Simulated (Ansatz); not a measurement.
Process, species as SMILES: F[CH]F → [CH-](F)F (an electron is taken up)
B3LYP-D3(BJ)/def2-TZVP geometries, fixed; electronic energies without zero-point terms; positive where energy is released.
Largest species:
```
C
F 1 1.3294
F 1 1.3294 2 111.26
H 1 1.0891 2 114.16 3 -130.99
```
Charge 0, spin multiplicity 2.

The adiabatic electron affinity at MP2 with Ansatz (an electronic-structure program), in eV, split into its Hartree-Fock and correlation parts. Cores are frozen. Open shells are unrestricted. No added dispersion term, no relativity. Functions are those of the species that has most.

```tsv
basis	X	functions	Hartree-Fock	MP2
aug-cc-pVDZ	2	78	-0.618	0.644
aug-cc-pVTZ	3	161	-0.808	0.590
aug-cc-pVQZ	4	286	-0.828	0.613
```

Worked estimate of the basis-set limit from each neighbouring pair, with Hartree-Fock from the larger set and the correlation part extrapolated as X^-3.
Correlation parts: X = 2: 1.262, X = 3: 1.398, X = 4: 1.441.
- (2,3): (27·(1.398) - 8·(1.262))/19 = 1.455; with Hartree-Fock -0.808 the estimate is 0.647 eV.
- (3,4): (64·(1.441) - 27·(1.398))/37 = 1.472; with Hartree-Fock -0.828 the estimate is 0.644 eV.
The last two estimates differ by 0.003 eV; the largest set lies 0.031 from the last. Over the last step Hartree-Fock moves by -0.020 and the correlation part by 0.043.
